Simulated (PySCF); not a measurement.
# C4H4N2 (Pyridazine): the cost of one run

The runs use PySCF 2.14.0, with density-fitted response routines of our own; the level of theory stands in each step. All values are computed, except where a source is named. Atoms count from 0, in the outputs and in this text.

### Step 1. The molecule as given

10 atoms, charge 0, multiplicity 1; geometry from: GFN2-xTB. The atoms were then displaced at random by about 0.01 Å, so the start is not that level's minimum.

Bonds of the start (Å): C0–C1 1.41, C1–C2 1.40, C2–N3 1.34, N3–N4 1.26, N4–C5 1.33, C5–C0 1.36, C0–H6 1.09, C1–H7 1.08, C2–H8 1.06, C5–H9 1.08.

### Step 2. Geometry optimisation at PBE0-D3(BJ)/def2-SVP

What the job is given:

```
{"job": {"xc": "PBE0", "basis": "def2-SVP", "d3": "d3bj", "grid": 1, "shake": 0.01, "kind": "geom"}, "charge": 0, "multiplicity": 1}
C      0.693410     0.798090     0.064990
C     -0.712970     0.789480     0.042700
C     -1.326650    -0.463920    -0.057290
N     -0.579990    -1.578710    -0.123190
N      0.682100    -1.559910    -0.112760
C      1.323660    -0.400370    -0.017520
H      1.234970     1.746940     0.129360
H     -1.284890     1.700030     0.097100
H     -2.382740    -0.573790    -0.048570
H      2.403530    -0.478770     0.004110
```

Launch:

```sh
$ OMP_NUM_THREADS=1 python probes_run.py task.json out
```

This one command runs all jobs of the session in turn.

**Question.** How long does this first job take on 1 thread of Arm Neoverse V1, shared host, and how much memory does it need?

About 24 s, with a peak of 0.43 GiB.
